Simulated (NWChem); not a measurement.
Basis-set convergence for Li$_{2}$

SMILES: [Li][Li]
```xyz
2

Li     0.0000     0.0000     1.3762
Li     0.0000     0.0000    -1.3762
```
Charge 0, spin multiplicity 1.

The numbers come from NWChem runs, not from measurements. Structure: optimised with B3LYP/def2-SVP, a minimum by its harmonic frequencies.

Quantity: vertical ionisation energy at the level ΔHF (Δ: difference of total energies, the cation a doublet at the parent's geometry with its hole in an orbital of symmetry ag (D2h labels); it is the state that the SCF runs reached, from PBE0 orbitals for Hartree-Fock references, and need not be the lowest).

The Pople sets run with spherical d functions. The structure started from a generated list of species. No SCF solution was tested for a lower state. Open-shell Hartree-Fock references start from PBE0 orbitals.

```json
[
 {"basis": "STO-3G", "functions": "10", "vertical ionisation energy (eV)": "(withheld)"},
 {"basis": "def2-SVP", "functions": "18", "vertical ionisation energy (eV)": "4.30"},
 {"basis": "3-21G", "functions": "18", "vertical ionisation energy (eV)": "4.29"},
 {"basis": "def2-TZVP", "functions": "28", "vertical ionisation energy (eV)": "(withheld)"},
 {"basis": "6-31G*", "functions": "28", "vertical ionisation energy (eV)": "4.28"},
 {"basis": "def2-TZVPD", "functions": "34", "vertical ionisation energy (eV)": "(withheld)"},
 {"basis": "6-31+G*", "functions": "36", "vertical ionisation energy (eV)": "4.30"},
 {"basis": "aug-cc-pVDZ", "functions": "46", "vertical ionisation energy (eV)": "4.31"},
 {"basis": "def2-QZVP", "functions": "70", "vertical ionisation energy (eV)": "4.32"},
 {"basis": "cc-pVQZ", "functions": "110", "vertical ionisation energy (eV)": "4.31"}
]
```

### Question
Some entries are withheld; supply them.

### Answer

- STO-3G, vertical ionisation energy (eV): 3.66
- def2-TZVP, vertical ionisation energy (eV): 4.46
- def2-TZVPD, vertical ionisation energy (eV): 4.44
